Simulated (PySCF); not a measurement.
Hydrogen isocyanide, CHN, SMILES [C-]#[NH+] (PBE0/def2-SVP optimised geometry):

```
3

C     -1.088     0.000     0.000
N      0.084     0.000     0.000
H      1.088     0.000     0.000
```

Computed with PBE0/def2-TZVP run with PySCF.

What are the frontier orbital energies and the dipole moment?

HOMO-2 -10.83 eV, HOMO-1 -10.83 eV, HOMO -9.19 eV, LUMO 0.40 eV, LUMO+1 0.40 eV; dipole moment 3.10 D.

Meta-Löwdin charges at PBE0/def2-TZVP: C1 -0.07, N2 -0.23, H3 0.30.
